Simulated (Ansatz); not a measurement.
Ansatz (a quantum-chemistry and plane-wave program) input (RI-MP2/aug-cc-pVTZ):
A basis named .json is the Basis Set Exchange file of that set.

Ansatz 0.2 input:
```yaml
crystal:
  periodic: [false, false, false]
  atoms:
    - {symbol: N, position_ang: [-0.00830295, -0.00857741, 1.41153999]}
    - {symbol: C, position_ang: [0.00810884, 0.00837688, -1.37854107]}
    - {symbol: C, position_ang: [-0.00946765, 1.13487320, 0.72647824]}
    - {symbol: C, position_ang: [0.00100216, -1.14361852, 0.71269428]}
    - {symbol: C, position_ang: [0.00942122, -1.18916620, -0.67673701]}
    - {symbol: C, position_ang: [-0.00154475, 1.19730303, -0.66229982]}
    - {symbol: H, position_ang: [0.01447612, 0.01495463, -2.46100794]}
    - {symbol: H, position_ang: [-0.01710307, 2.04593336, 1.31559467]}
    - {symbol: H, position_ang: [0.00177208, -2.06177112, 1.29074470]}
    - {symbol: H, position_ang: [0.01679961, -2.14109152, -1.19083558]}
    - {symbol: H, position_ang: [-0.00294306, 2.15540611, -1.16484348]}
basis:
  gaussian:
    orbitals: aug-cc-pVTZ
    fitting: {mean_field: def2-universal-jkfit, correlation: aug-cc-pVTZ-RIFIT.json}
magnetization: {spin_polarized: false}
correlation: {method: mp2, electrons: outside_noble_gas}
```

End of the output:

```
integrals: 0.65 GiB planned
542 factors; integrals over basis functions are off by at most 9.1e-1 eV
mean field: 1.40 GiB planned
mean field evaluation 1: about -6711.0026 eV, gradient 3.9e1 eV
mean field evaluation 2: about -6714.5184 eV, gradient 1.7e1 eV
mean field evaluation 4: about -6715.2046 eV, gradient 1.2e0 eV
mean field evaluation 8: about -6715.2086 eV, gradient 1.5e-6 eV
mean field -6715.20855048 eV, -246.7793624983 hartree, gradient 1.4e-6 eV, S^2 0.000000; 0 other end points of the search recorded, 0 dependent functions left out; unrestricted orbitals would lower it
6 core orbitals not correlated
866 factors; their error is unknown
reference -6715.20855048 eV, -246.7793624983 hartree; 15, 15 occupied and 370, 370 virtual orbitals, 866 factors
second order -27.14723078 eV of doubles, -0.00000000 eV of singles
Total energy: -6742.35578126 eV, -247.7770048284 hartree
```
